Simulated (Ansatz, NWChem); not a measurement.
Heat of formation of C2H4F2 (1,1-difluoroethane) from total energies

C2H4F2: 8 atoms, total charge 0, spin state singlet. SMILES: `CC(F)F`. The coordinates come from a PBE0-D4/def2-TZVP relaxation.

```xyz
8

C     0.0033    0.7776    0.0233
C    -0.0520   -0.7182   -0.0082
F     0.9255   -1.2434    0.7791
F     0.1682   -1.1721   -1.2719
H     0.9814    1.1119   -0.3254
H    -0.1572    1.1328    1.0418
H    -0.7710    1.1906   -0.6240
H    -1.0061   -1.1364    0.3295
```

Total energies at PBE/6-311+G** (NWChem 7.3.0); the atoms run unrestricted:

```tsv
species	state	energy (Eh)
C2H4F2	singlet	-278.101089
C	triplet	-37.793750
F	doublet	-99.659855
H	doublet	-0.499619
```

Harmonic wavenumbers at PBE0-D4/def2-TZVP, in cm⁻¹: 234, 384, 470, 573, 882, 957, 1155, 1159, 1169, 1384, 1386, 1434, 1477, 1477, 3072, 3075, 3160, 3162.

Measured heats of formation of the gaseous atoms at 298.15 K, in kJ/mol: C 716.9, F 79.4, H 218.0. Spin-orbit lowering of the atoms at 298 K (mean of the ground term's levels less their thermal mean, from spectra), in kJ/mol: C 0.02, F 1.29. Take 1 Eh = 2625.50 kJ/mol, 1 cm⁻¹ = 0.0119627 kJ/mol, RT = 2.479 kJ/mol.

Work out the heat of formation of the gas at 298 K.


1. Electronic atomisation energy: 2 × (-37.793750) + 2 × (-99.659855) + 4 × (-0.499619) − (-278.101089) = 1.195403 Eh = 3138.5 kJ/mol.
2. Zero-point energy: half the sum of the wavenumbers, 13305 cm⁻¹ = 159.2 kJ/mol.
3. Thermal vibrational enthalpy, Σ hcν̃/(exp(hcν̃/kT) − 1): 3.8 kJ/mol. Translation, rotation and pV of a non-linear molecule: 4 RT = 9.9 kJ/mol.
4. The 8 free atoms carry 5/2 RT each: 49.6 kJ/mol.
5. Spin-orbit coupling lowers the free atoms by 2 × 0.02 + 2 × 1.29 = 2.6 kJ/mol.
6. Atomisation enthalpy at 298 K: 3138.5 − 2.6 − 159.2 − 3.8 − 9.9 + 49.6 = 3012.6 kJ/mol.
7. Sum of the atoms' heats of formation: 2464.6 kJ/mol. Heat of formation: 2464.6 − 3012.6 = -548.0 kJ/mol.

The tabulated value is -500.5 kJ/mol (Active Thermochemical Tables), so this level is off by -47.5 kJ/mol, or 1.6 % of the atomisation enthalpy. Gradient-corrected functionals often overbind somewhat. Anharmonicity and any spin-orbit splitting of the molecule are left out.
